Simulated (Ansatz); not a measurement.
Task: a single point in a Gaussian basis of C4H7FO, SMILES FCOC1CC1, with the Python package of Ansatz (0.2.0). Give the script and its output. Level of theory: CAM-B3LYP, cc-pVDZ basis, multiplicity 1.

`energy_c4h7fo.py`:
```python
# -*- coding: utf-8 -*-
from pathlib import Path
import json

import ansatz as az
import numpy as np
from rdkit import Chem
from rdkit.Chem import AllChem


def main():
    rd = Chem.AddHs(Chem.MolFromSmiles('FCOC1CC1'))
    AllChem.EmbedMolecule(rd, randomSeed=543)
    AllChem.UFFOptimizeMolecule(rd)
    system = az.Crystal.molecule()
    for atom, xyz in zip(rd.GetAtoms(), rd.GetConformer().GetPositions()):
        system = system.atom(atom.GetSymbol(), xyz.round(5).tolist())

    calculation = (
        system.calculation()
        .basis(gaussian='cc-pVDZ')
        .functional('CAM-B3LYP')
        .forces()
        .orbitals()
    )
    print(calculation.to_yaml())
    outcome = calculation.run(threads=1, backend='cpu', runs_dir='c4h7fo_runs')
    r = outcome.report

    print('reference energy %16.6f eV' % r['reference_energy_ev'])
    print('total energy     %16.6f eV' % r['free_energy_ev'])
    print('occupied orbitals outside the frozen core (up, down):', r['n_occupied'], ' frozen:', r['n_frozen'], ' virtual:', r['n_virtual'])

    symbols = [site.symbol for site in system.cartesian_sites]
    forces = np.array(r['forces_ev_ang'])
    print('largest force', round(float(np.linalg.norm(forces, axis=1).max()), 4), 'eV/A, rms', round(float(np.sqrt((forces ** 2).mean())), 4))

    charges = r['charge_distribution']
    dipole = np.array(charges['dipole_moment_e_ang']) * 4.803205
    print('dipole (D): {:.3f} {:.3f} {:.3f}, length {:.3f}'.format(*dipole, np.linalg.norm(dipole)))
    print('atom  Mulliken   Lowdin')
    for symbol, m, l in zip(symbols, charges['mulliken_charges_e'], charges['lowdin_charges_e']):
        print(f'{symbol:4s} {m:9.3f} {l:8.3f}')

    lines = Path(r['orbitals_path']).read_text().splitlines()
    field_of = lambda key: [line.split('=')[1].strip() for line in lines if line.startswith(key)]
    orbitals = [(27.211386 * float(e), s, float(n)) for e, s, n in zip(field_of('Ene='), field_of('Spin='), field_of('Occup='))]
    homo = max(e for e, _, n in orbitals if n > 0.5)
    lumo = min(e for e, _, n in orbitals if n < 0.5)
    print(f'HOMO {homo:.3f} eV, LUMO {lumo:.3f} eV, gap {lumo - homo:.3f} eV')
    with open('c4h7fo.json', 'w') as handle:
        json.dump({k: r[k] for k in ('free_energy_ev', 'reference_energy_ev', 'n_occupied', 'n_virtual')}, handle, indent=1)


if __name__ == '__main__':
    main()
```

```console
$ python energy_c4h7fo.py
crystal:
  periodic: [false, false, false]
  atoms:
    - { symbol: F, position_ang: [2.98258, -0.10548, 0.81641] }
    - { symbol: C, position_ang: [1.946, -0.08614, -0.09654] }
    - { symbol: O, position_ang: [0.75837, -0.46678, 0.55596] }
    - { symbol: C, position_ang: [-0.29328, -0.40659, -0.37763] }
    - { symbol: C, position_ang: [-1.65272, -0.41483, 0.29824] }
    - { symbol: C, position_ang: [-1.11476, 0.86942, -0.30901] }
    - { symbol: H, position_ang: [1.86533, 0.947, -0.50436] }
    - { symbol: H, position_ang: [2.19444, -0.79828, -0.91533] }
    - { symbol: H, position_ang: [-0.2413, -0.99031, -1.32394] }
    - { symbol: H, position_ang: [-1.63564, -0.4305, 1.40919] }
    - { symbol: H, position_ang: [-2.46234, -0.88847, -0.29631] }
    - { symbol: H, position_ang: [-0.76011, 1.61579, 0.43365] }
    - { symbol: H, position_ang: [-1.58658, 1.15517, -1.27254] }
basis:
  gaussian:
    orbitals: cc-pVDZ
hamiltonian:
  xc: cam_b3lyp
output:
  orbitals: {}
  forces: true

reference energy     -9020.891420 eV
total energy         -9020.891420 eV
occupied orbitals outside the frozen core (up, down): [24, 24]  frozen: 0  virtual: [95, 95]
largest force 1.7594 eV/A, rms 0.5283
dipole (D): -1.439 0.359 -2.202, length 2.655
atom  Mulliken   Lowdin
F       -0.223    0.118
C        0.335   -0.173
O       -0.272    0.219
C        0.013   -0.160
C       -0.030   -0.029
C       -0.024   -0.033
H        0.012   -0.029
H        0.013   -0.027
H        0.017    0.013
H        0.050    0.028
H        0.033    0.024
H        0.044    0.027
H        0.031    0.021
HOMO -8.717 eV, LUMO 2.634 eV, gap 11.351 eV
```

File `c4h7fo.json` afterwards:
```json
{
 "free_energy_ev": -9020.89142008689,
 "reference_energy_ev": -9020.89142008689,
 "n_occupied": [
  24,
  24
 ],
 "n_virtual": [
  95,
  95
 ]
}
```

Caveats:
- These settings explore the input space; basis and method may be short of convergence.
- The geometry is a force-field or estimated start, not a minimum of this method, and the basis set is short of its limit.
- The Löwdin charges here are taken after orthogonalising the functions within each atom; they differ from plain Löwdin charges, and their signs can be unphysical.
- Levels such as HOMO and LUMO are orbital energies: with these approximate functionals they aren't the ionisation energy and electron affinity, and their gap isn't the fundamental gap.
- Timing: 7.9 s on 1 thread of AMD EPYC 7R43 64-Core Processor (Zen 3) (shared host), peak memory 0.4 GiB.
